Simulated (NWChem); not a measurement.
## Ionisation of ethanethiol (C₂H₆S)

```
C
H 1 1.1012
H 1 1.1017 2 106.67
C 1 1.5243 2 111.43 3 -121.08
H 4 1.1008 1 111.12 2 179.24
H 4 1.1022 5 107.73 1 -122.12
H 4 1.1035 5 108.36 6 -116.19
S 1 1.8391 2 108.95 3 111.50
H 8 1.3539 1 96.67 2 60.82
```
Charge 0, spin multiplicity 1.

Everything below was run with NWChem. The geometry was optimised at B3LYP/def2-SVP, a minimum by its harmonic frequencies. It is one conformer; others weren't searched.

Basis set: def2-TZVP. −ε marks an orbital energy of the parent.

B3LYP has NWChem's definition, with VWN1-RPA local correlation.

Order these methods by the first vertical ionisation energy they give, lowest first: −ε(HOMO) of B3LYP, −ε(HOMO) of HF, −ε(HOMO) of LDA (SVWN5), −ε(HOMO) of PBE0.

−ε(HOMO) of LDA (SVWN5) (5.63 eV), −ε(HOMO) of B3LYP (6.54 eV), −ε(HOMO) of PBE0 (6.77 eV), −ε(HOMO) of HF (9.66 eV)
